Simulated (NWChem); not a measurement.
# CH cation, singlet

Computed with NWChem. Low-valent species are run as closed-shell singlets; no triplet was tried in these runs. Each level has its own optimisation; frequencies are unscaled.

```csv
level,r C–H (Å),highest harmonic frequency (cm⁻¹),zero-point energy (kcal/mol)
Hartree-Fock/STO-3G,___,___,___
BP86/def2-TZVP,1.155,2678,3.8
PBE/def2-SVP,1.163,2722,3.9
PBE0/def2-SVP,1.147,2868,4.1
```

What belongs in the gaps?


- Hartree-Fock/STO-3G, r C–H (Å): 1.185
- Hartree-Fock/STO-3G, highest harmonic frequency (cm⁻¹): 3203
- Hartree-Fock/STO-3G, zero-point energy (kcal/mol): 4.6
